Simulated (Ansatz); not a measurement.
`[AlH2][Cl]` from Hartree–Fock to CCSD(T)

Cartesian coordinates in Å:
```
Al -0.1423 -0.0700 -0.0239
Cl 1.7184 0.8454 0.2889
H -0.6960 -0.1080 -1.4981
H -0.8801 -0.6673 1.2331
```

The species carries charge 0 and has multiplicity 1. The geometry is a stationary point of PBE0-D4/def2-TZVP. Frozen core, restricted reference, Ansatz. CBS rows extrapolate triple and quadruple zeta.

```csv
basis,HF (Eh),MP2 corr.
def2-SVP,-702.41913,-0.19866
def2-TZVPP,-702.66259,-0.27103
def2-QZVPP,-702.68268,-0.29735
cc-pV(D+d)Z,-702.64889,-0.20431
cc-pV(T+d)Z,-702.67549,-0.27073
cc-pV(Q+d)Z,-702.68197,-0.29658
```

Estimate the CCSD correlation energy and the (T) correction in each basis where they were run (hartree).


```csv
basis,CCSD corr.,(T)
def2-SVP,-0.22648,-0.00391
def2-TZVPP,-0.30298,-0.01051
def2-QZVPP,-0.32686,-0.01260
CBS(def2),-0.34455,-0.01416
cc-pV(D+d)Z,-0.23397,-0.00450
cc-pV(T+d)Z,-0.30280,-0.01051
cc-pV(Q+d)Z,-0.32624,-0.01255
CBS(cc),-0.34293,-0.01400
```
